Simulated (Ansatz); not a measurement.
Reaction (isomerisation): `C[SiH2]C` → `CC[SiH3]`

Computed with Ansatz on PBE0-D4/def2-TZVP structures; ΔE is electronic, products minus reactants. CBS: MP2 limit from def2 TZ/QZ plus the TZ coupled-cluster correction, frozen cores. Functionals use def2-TZVPP.

`C[SiH2]C`:

Z-matrix (Å, degrees):
```
C
Si 1 1.872
H 1 1.093 2 110.9
H 1 1.092 2 111.0 3 120.0
H 1 1.093 2 110.9 3 -120.0
C 2 1.872 1 111.5 3 60.0
H 2 1.491 1 109.5 3 -178.7
H 2 1.491 1 109.5 3 -61.3
H 6 1.092 2 111.0 1 -180.0
H 6 1.093 2 110.9 1 -60.0
H 6 1.093 2 110.9 1 60.0
```

`CC[SiH3]`:

Cartesian coordinates in Å:
```
C -0.098 -1.010 0.995
C 0.008 -0.549 -0.456
Si 0.087 1.317 -0.641
H -0.142 -2.099 1.069
H -0.995 -0.611 1.475
H 0.761 -0.675 1.583
H -0.847 -0.912 -1.037
H 0.898 -0.976 -0.930
H 1.271 1.860 0.081
H -1.133 1.947 -0.065
H 0.189 1.708 -2.074
```

```tsv
level	ΔE (kJ/mol)
BLYP-D4	51.8
r2SCAN-D4	57.0
RPA@PBE/def2-TZVPP	46.6
CCSD(T)/def2-TZVPP	51.5
```

Q: What does CCSD(T)/CBS give? (An estimate is asked.)

A: Computed: +53.2 kJ/mol. The listed levels differ from it by -1.4, 3.8, -6.6, -1.7 kJ/mol.

Largest T1 diagnostic among the species: 0.010.

Leaving LDA and LC-ωPBE aside and taking each functional with its dispersion term where it has one, the values, not all of them listed here, spread over 6.0 kJ/mol, from revPBE-D4 to r2SCAN-D4. At CCSD(T), def2-SVP lies −15.3 kJ/mol from the extrapolated value and def2-TZVPP −1.7 kJ/mol.
